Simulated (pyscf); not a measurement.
Thermochemistry of product channels of •O–OH + methane (CH₄) on the doublet surface, in eV, from ωB97M-D3(BJ)/def2-TZVP energies (ideal gas, 1 atm, RRHO with modes under 100 cm⁻¹ raised to 100, one conformer, R ln 2 for rigid chiral ones). Structures and frequencies: ωB97X-D3(BJ)/def2-SVP in PySCF.

| products | ΔE | ΔH(298 K) | ΔG(298 K) | ΔG(900 K) |
|---|---|---|---|---|
| methoxy (H₃C–O•) + water (H₂O) | -1.50 | -1.52 | -1.56 | -1.64 |
| hydrogen peroxide (HO–OH) + methylene (CH₂) [triplet] + H atom (H•) | +6.03 | +5.70 | +5.30 | +4.40 |
| H₃C–O–O• + hydrogen (H₂) | +0.92 | +0.78 | +0.83 | +0.88 |
| oxygen (O=O) [triplet] + hydrogen (H₂) + methyl (CH₃•) | +2.49 | +2.15 | +1.79 | +0.97 |
| H₃C–O–OH + H atom (H•) | +1.79 | +1.68 | +1.76 | +1.84 |
| O atom (O) [triplet] + water (H₂O) + methyl (CH₃•) | +2.58 | +2.43 | +2.05 | +1.22 |
| O atom (O) [triplet] + methanol (H₃C–OH) + H atom (H•) | +3.66 | +3.48 | +3.21 | +2.57 |
| methanol (H₃C–OH) + hydroxyl (OH•) | -0.93 | -0.90 | -0.91 | -0.93 |
| hydrogen peroxide (HO–OH) + methyl (CH₃•) | +0.98 | +0.92 | +0.87 | +0.74 |

These are energies of the channels, which say nothing of barriers. H₃C–O• lies 0.30 eV over its isomer •H₂C–OH, and others may lie lower still (electronic energy, ωB97M-D3(BJ)). H₃C–O–O• lies 2.13 eV over its isomer HO–CH•–OH, and others may lie lower still (electronic energy, ωB97M-D3(BJ)). Left out: orbital degeneracy and the spin-orbit lowering of OH, O. The orbital near-degeneracy of the XH₃O or XH₃S radical is left out.
